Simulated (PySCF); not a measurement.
Compound: C6H5Cl.
Bonds: Cl1–C2, C2–C3 (aromatic), C3–C4 (aromatic), C4–C5 (aromatic), C5–C6 (aromatic), C6–C7 (aromatic), C2–C7 (aromatic). Hydrogens: H8 on C3; H9 on C4; H10 on C5; H11 on C6; H12 on C7.

NICS = −σ at a ghost point: NICS(0) at the centroid of the ring atoms, NICS(1) 1 Å to either side along the normal of their mean plane, zz for the tensor component along that normal. Level: GIAO PBE0/pcSseg-1 (PySCF, non-relativistic, gas phase) on the GFN2-xTB geometry, one conformer.

Ring bond lengths (Å), with Mayer bond orders in brackets: C2–C3 1.385 (1.36), C3–C4 1.384 (1.43), C4–C5 1.385 (1.43), C5–C6 1.385 (1.43), C6–C7 1.384 (1.43), C7–C2 1.385 (1.36).

Task: Give the NICS values of each ring in ppm.

Result: 
```csv
ring,type,NICS(0),"NICS(1), two faces","NICS(1)zz, two faces",rms pucker (Å),"centre to ring atoms, mean (Å)"
C2–C3–C4–C5–C6–C7,6-membered carbocycle; formal bonds all aromatic,-9.1,-11.2 / -11.2,-28.1 / -28.1,0.00,1.38
```

Task: What can be read from them?

Result: 
- C2–C3–C4–C5–C6–C7: mean NICS(1)zz -28.1 ppm, shielded. The ring is flat and has no four-coordinate atom; by the NICS criterion it is aromatic.

Task: What does the geometric index give? HOMA = 1 − mean of α(R − Ropt)² over the ring bonds, with Krygowski's 1993 parameters (CC: Ropt 1.388 Å, α 257.7 Å⁻²).

Result: 
- C2–C3–C4–C5–C6–C7: HOMA 1.00 = 1 − EN − GEO, with mean bond length 1.385 Å, EN = α(Ropt − mean)² = 0.003 and GEO = α × variance = 0.000. The geometric and the magnetic index point the same way.

Task: What field does 14.1 T along the ring normal induce along that normal at the first NICS(1) probe listed for ring C2–C3–C4–C5–C6–C7, 1 Å off the ring?

Result: NICSzz × B0 = -28.1 ppm × 14.1 T = -396 μT, against the applied field.

Task: List the ring angles and the Hirshfeld charges of the ring atoms.

Result: 
- C2–C3–C4–C5–C6–C7: C2 121.0° (+0.016 e), C3 119.2° (-0.058 e), C4 120.3° (-0.042 e), C5 119.9° (-0.048 e), C6 120.4° (-0.042 e), C7 119.2° (-0.058 e); sum 720.0° against 720° for a flat convex ring.
